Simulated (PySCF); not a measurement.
Si₂H₆.
InChI=1S/H6Si2/c1-2/h1-2H3

The closed-shell ground state was solved at several levels (PySCF, density fitting, gas phase, non-relativistic). Geometry: PBE0-D3(BJ)/def2-SVP; no solvent, vibrations or thermal averaging.

```json
{"level": "mPW1PW91/pcSseg-2", "basis functions": "170", "HOMO (eV)": "-8.43", "LUMO (eV)": "0.26", "gap (eV)": "8.69", "dipole (D)": "0.02"}
{"level": "PBE0/def2-SVPD", "basis functions": "96", "HOMO (eV)": "-8.39", "LUMO (eV)": "0.33", "gap (eV)": "8.72", "dipole (D)": "0.01"}
{"level": "PBE0/6-31+G*", "basis functions": "56", "HOMO (eV)": "-8.42", "LUMO (eV)": "0.11", "gap (eV)": "8.53", "dipole (D)": "0.02"}
{"level": "KT2/pcSseg-2", "basis functions": "170", "HOMO (eV)": "-7.34", "LUMO (eV)": "-0.60", "gap (eV)": "6.74", "dipole (D)": "0.02"}
{"level": "B3LYP/pcSseg-2", "basis functions": "170", "HOMO (eV)": "-8.20", "LUMO (eV)": "0.09", "gap (eV)": "8.29", "dipole (D)": "0.02"}
{"level": "PBE0/6-31G", "basis functions": "38", "HOMO (eV)": "-8.48", "LUMO (eV)": "0.76", "gap (eV)": "9.24", "dipole (D)": "0.01"}
{"level": "PBE0/def2-TZVPD", "basis functions": "140", "HOMO (eV)": "-8.38", "LUMO (eV)": "0.13", "gap (eV)": "8.51", "dipole (D)": "0.02"}
{"level": "PBE0/6-31G*", "basis functions": "48", "HOMO (eV)": "-8.34", "LUMO (eV)": "0.69", "gap (eV)": "9.03", "dipole (D)": "0.02"}
{"level": "KT3/pcSseg-2", "basis functions": "170", "HOMO (eV)": "-7.37", "LUMO (eV)": "-0.57", "gap (eV)": "6.80", "dipole (D)": "0.02"}
{"level": "HF/pcSseg-2", "basis functions": "170", "HOMO (eV)": "-11.04", "LUMO (eV)": "2.79", "gap (eV)": "13.83", "dipole (D)": "0.02"}
{"level": "PBE0/STO-3G", "basis functions": "24", "HOMO (eV)": "-6.18", "LUMO (eV)": "6.37", "gap (eV)": "12.55", "dipole (D)": "0.02"}
{"level": "wB97X-D/pcSseg-2", "basis functions": "170", "HOMO (eV)": "-10.22", "LUMO (eV)": "1.94", "gap (eV)": "12.16", "dipole (D)": "0.02"}
```

Q: What might LDA/def2-SVPD (96 basis functions) give for the same quantities?

A: HOMO -7.33 eV, LUMO -0.62 eV, gap 6.71 eV, dipole 0.01 D.

Q: Over all these levels, which gives the widest orbital gap and which the narrowest?

A: HF/pcSseg-2 (Hartree–Fock, all exact exchange) has the widest, 13.83 eV, and LDA/def2-SVPD (LDA) the narrowest, 6.71 eV. Functional and basis both differ between the two, so the spread mixes both effects.

Q: How much does the basis alone move the frontier levels among the 6 PBE0 rows?

A: The HOMO by 2.30 eV and the LUMO by 6.26 eV. By rising basis size (HOMO, LUMO in eV): STO-3G -6.18, 6.37; 6-31G -8.48, 0.76; 6-31G* -8.34, 0.69; 6-31+G* -8.42, 0.11; def2-SVPD -8.39, 0.33; def2-TZVPD -8.38, 0.13.

Q: In the pcSseg-2 basis, how does the gap go with the fixed share of exact exchange?

A: KT2 (0 %) 6.74 eV; KT3 (0 %) 6.80 eV; B3LYP (20 %) 8.29 eV; mPW1PW91 (25 %) 8.69 eV; HF (100 %) 13.83 eV. Each rise in the share widens the gap here.

Q: How far do the dipole and the HOMO energy spread over the levels?

A: The dipole runs from 0.01 to 0.02 D (mean 0.02 D) and the HOMO from -11.04 to -6.18 eV.
